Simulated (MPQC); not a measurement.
# One shape, several levels: H2S2

Aim: a comparison of 6 runs (HF/STO-3G, HF/cc-pVDZ, HF/def2-SVP, BLYP/6-31G, PBE0/def2-SVP, BLYP/pcseg-2) of H2S2. 

Program for the calculation: MPQC 2.3.1.

1 further run of the same task is left out (set aside as unsound or not needed).

## Step 1: The molecule

H2S2 has 4 atoms, charge 0, and is taken as a singlet. The coordinates come from a GFN2-xTB relaxation.

Bond lengths: S1–S2 2.045 Å, S1–H3 1.340 Å, S2–H4 1.340 Å. Angles: S1–S2–H4 98.2°, S2–S1–H3 98.1°.

## Step 2: Energy and gradient at HF/STO-3G (run 1)

The input, input.in:

```
% H2S2
molecule<Molecule>: (
    symmetry = c1
    unit = bohr
    { atoms geometry } = {
        S  [ -0.80763115 -0.96719963 -1.68930177 ]
        S  [ -0.79842818 1.35589739 1.39968235 ]
        H  [ 1.33580960 -0.14711518 -2.75848992 ]
        H  [ 0.27024973 -0.24156369 3.04810934 ]
    }
)
basis<GaussianBasisSet>: (
    name = "STO-3G"
    molecule = $:molecule
    basisdir = "."
    puream = yes
)
mpqc: (
    checkpoint = no
    savestate = no
    restart = no
    do_energy = yes
    do_gradient = yes
    optimize = no
    mole<CLHF>: (
        molecule = $:molecule
        basis = $:basis
        total_charge = 0
        memory = 1000000000
        print_evals = yes
        print_npa = yes
        maxiter = 120
        value_accuracy = 1e-08
        guess_wavefunction<CLHF>: (
            molecule = $:molecule
            total_charge = 0
            memory = 1000000000
            value_accuracy = 1e-3
            basis<GaussianBasisSet>: (
                name = "STO-2G"
                molecule = $:molecule
            )
        )
    )
)
```

The basis set STO-3G is read from a file made from the Basis Set Exchange's data (not shown).

Launch:

```
$ mpqc input.in > input.out
```

What it wrote:

```text
MPQC: Massively Parallel Quantum Chemistry
[...]
  LUMO is    18   A =   0.343118
  total scf energy = -787.4906818894
[...]
Value of the MolecularEnergy: -787.4906818894
  Gradient of the MolecularEnergy:
      1   -0.0023636108
      2    0.0071597979
      3    0.0102843765
      4   -0.0016675214
      5   -0.0062446858
      6   -0.0111687709
      7    0.0028700142
      8    0.0003437063
      9   -0.0033497195
     10    0.0011611179
     11   -0.0012588184
     12    0.0042341139
[...]
      symmetry = c1
[...]
```

Wall time 0.16 s (1 thread of Arm Neoverse V2, shared host).

## Step 3: Energy and forces at HF/cc-pVDZ (run 2)

The input, mol.in:

```
molecule<Molecule>: (
  symmetry = c1
  unit = bohr
  { atoms geometry } = {
    S  [ -0.80763115 -0.96719963 -1.68930177 ]
    S  [ -0.79842818 1.35589739 1.39968235 ]
    H  [ 1.33580960 -0.14711518 -2.75848992 ]
    H  [ 0.27024973 -0.24156369 3.04810934 ]
  }
)
basis<GaussianBasisSet>: (
  name = "cc-pVDZ"
  molecule = $:molecule
  basisdir = "."
  puream = yes
)
mpqc: (
  checkpoint = no
  savestate = no
  restart = no
  do_energy = yes
  do_gradient = yes
  optimize = no
  mole<CLHF>: (
    molecule = $:molecule
    basis = $:basis
    total_charge = 0
    memory = 1000000000
    print_evals = yes
    print_npa = yes
    maxiter = 120
    value_accuracy = 1e-08
    guess_wavefunction<ExtendedHuckelWfn>: (
      molecule = $:molecule
      total_charge = 0
      multiplicity = 1
      basis<GaussianBasisSet>: (
        name = "STO-3G"
        molecule = $:molecule
      )
    )
  )
)
```

The basis set cc-pVDZ is read from a file made from the Basis Set Exchange's data (not shown).

Launch:

```
$ mpqc mol.in > mol.out
```

What it wrote:

```text
MPQC: Massively Parallel Quantum Chemistry
[...]
  CLSCF::init: total charge = 0
[...]
  nbasis = 46
[...]
  iter     1 energy = -792.0166410396 delta = 3.23754e-01
[...]
  LUMO is    18   A =   0.120387
  total scf energy = -796.2231719800
[...]
Value of the MolecularEnergy: -796.2231719800
  Gradient of the MolecularEnergy:
      1    0.0004964914
      2    0.0071380450
      3    0.0122685727
      4    0.0013551175
      5   -0.0076337596
      6   -0.0120552019
      7   -0.0008335499
      8    0.0011840545
      9    0.0005585116
     10   -0.0010180590
     11   -0.0006883399
     12   -0.0007718825
[...]
      symmetry = c1
[...]
```

It took 6.3 s on 1 thread of Arm Neoverse V2, shared host.

## Step 4: Energy and gradient at HF/def2-SVP (run 3)

input.in: that of step 2 with these lines changed.

```diff
@@ -5,6 +5,6 @@
     { atoms geometry } = {
-        S  [ -0.80763115 -0.96719963 -1.68930177 ]
-        S  [ -0.79842818 1.35589739 1.39968235 ]
-        H  [ 1.33580960 -0.14711518 -2.75848992 ]
-        H  [ 0.27024973 -0.24156369 3.04810934 ]
+        S  [ -0.80763115    -0.96719963    -1.68930177 ]
+        S  [ -0.79842818     1.35589739     1.39968235 ]
+        H  [ 1.33580960    -0.14711518    -2.75848992 ]
+        H  [ 0.27024973    -0.24156369     3.04810934 ]
     }
@@ -12,3 +12,3 @@
 basis<GaussianBasisSet>: (
-    name = "STO-3G"
+    name = "def2-SVP"
     molecule = $:molecule
@@ -39,3 +39,3 @@
             basis<GaussianBasisSet>: (
-                name = "STO-2G"
+                name = "STO-3G"
                 molecule = $:molecule
```

The basis set def2-SVP is read from a file made from the Basis Set Exchange's data (not shown).

Launch:

```
$ mpqc input.in > input.out
```

What it wrote:

```text
MPQC: Massively Parallel Quantum Chemistry
[...]
  LUMO is    18   A =   0.133709
  total scf energy = -795.9654081320
[...]
Value of the MolecularEnergy: -795.9654081320
  Gradient of the MolecularEnergy:
      1   -0.0017748158
      2    0.0050744481
      3    0.0118017504
      4    0.0002283791
      5   -0.0047486217
      6   -0.0122006291
      7    0.0014030833
      8    0.0020459858
      9   -0.0004065816
     10    0.0001433534
     11   -0.0023718122
     12    0.0008054604
[...]
      symmetry = c1
[...]
```

It took 1.2 s on 1 thread of Arm Neoverse V2, shared host.

Runs 4 to 5 aren't shown in full; the table further down has their settings and results.

## Step 5: Energy and gradient at BLYP/pcseg-2 (run 6)

The input, run.in:

```
molecule<Molecule>: (
    symmetry = c1
    unit = angstrom
    { atoms geometry } = {
        S  [ -0.427380 -0.511820 -0.893940 ]
        S  [ -0.422510 0.717510 0.740680 ]
        H  [ 0.706880 -0.077850 -1.459730 ]
        H  [ 0.143010 -0.127830 1.612990 ]
    }
)
basis<GaussianBasisSet>: (
    name = "pcseg-2"
    molecule = $:molecule
    basisdir = "."
    puream = yes
)
mpqc: (
    checkpoint = no
    savestate = no
    restart = no
    do_energy = yes
    do_gradient = yes
    optimize = no
    mole<CLKS>: (
        molecule = $:molecule
        basis = $:basis
        total_charge = 0
        memory = 1000000000
        print_evals = yes
        print_npa = yes
        maxiter = 120
        value_accuracy = 1e-08
        functional<StdDenFunctional>: ( name = "BLYP" )
        integrator<RadialAngularIntegrator>: ( grid = xfine )
        guess_wavefunction<CLHF>: (
            molecule = $:molecule
            total_charge = 0
            memory = 1000000000
            value_accuracy = 1e-3
            basis<GaussianBasisSet>: (
                name = "STO-3G"
                molecule = $:molecule
            )
        )
    )
)
```

The basis set pcseg-2 is read from a file made from the Basis Set Exchange's data (not shown).

Launch:

```
$ mpqc run.in > run.out
```

What it wrote:

```text
MPQC: Massively Parallel Quantum Chemistry
[...]
  Integrated electron density error = -0.000337797300
  iter     1 energy = -796.9531342433 delta = 1.07461e-01
  Integrated electron density error = 0.000034406844
  iter     2 energy = -797.5208627518 delta = 2.72057e-02
[...]
  Integrated electron density error = -0.000000001769
  iter    11 energy = -797.6241148267 delta = 9.56347e-07
  Integrated electron density error = -0.000000001761
  iter    12 energy = -797.6241148268 delta = 2.92715e-07
  Integrated electron density error = -0.000000001763
  iter    13 energy = -797.6241148269 delta = 8.53004e-08
[...]
  LUMO is    18   A =  -0.067889
  total scf energy = -797.6241148269
[...]
  Integrated electron density error = -0.000000003371
  Total Gradient:
[...]
Value of the MolecularEnergy: -797.6241148269
  Gradient of the MolecularEnergy:
      1    0.0076862575
      2    0.0116805711
      3    0.0113883604
      4    0.0050182691
      5   -0.0147950820
      6   -0.0091941816
      7   -0.0081142375
      8   -0.0014525938
      9    0.0045802054
     10   -0.0045902891
     11    0.0045671047
     12   -0.0067743843
[...]
        symmetry = c1
[...]
```

It took 44 s on 1 thread of Arm Neoverse V2, shared host; peak memory 0.5 GiB.

## Step 6: All runs side by side

| run | level | starting guess | integration grid | energy (Eh) | HOMO energy (eV) | LUMO energy (eV) | HOMO–LUMO gap (eV) | wall time |
| --- | --- | --- | --- | --- | --- | --- | --- | --- |
| 1 | HF/STO-3G | STO-2G | – | -787.490682 | -7.35 | 9.34 | 16.68 | 0.16 s |
| 2 | HF/cc-pVDZ | huckel STO-3G | – | -796.223172 | -10.26 | 3.28 | 13.54 | 6.3 s |
| 3 | HF/def2-SVP | STO-3G | – | -795.965408 | -10.25 | 3.64 | 13.89 | 1.2 s |
| 4 | BLYP/6-31G | STO-3G | xfine | -797.455525 | -6.07 | -1.86 | 4.21 | 5.7 s |
| 5 | PBE0/def2-SVP | MINI (Huzinaga) | xfine | -797.046087 | -7.29 | -0.50 | 6.79 | 11 s |
| 6 | BLYP/pcseg-2 | STO-3G | xfine | -797.624115 | -6.08 | -1.85 | 4.24 | 44 s |

## Step 7: Outcome

| quantity | value |
| --- | --- |
| run 6: total energy | -797.62411 Eh |
| run 6: HOMO energy | -6.08 eV |
| run 6: LUMO energy | -1.85 eV |
| run 6: HOMO–LUMO gap | 4.24 eV |
| run 6: largest force on an atom | 0.932 eV/Å |

What this shows: The HOMO–LUMO gap runs from 4.21 eV (BLYP/6-31G) to 16.68 eV (HF/STO-3G). The two ends differ in method and basis. Totals of different functionals can't be ranked against each other. In run 1 the basis is minimal, so the values are rough. All runs together took 68 s, the longest 44 s.
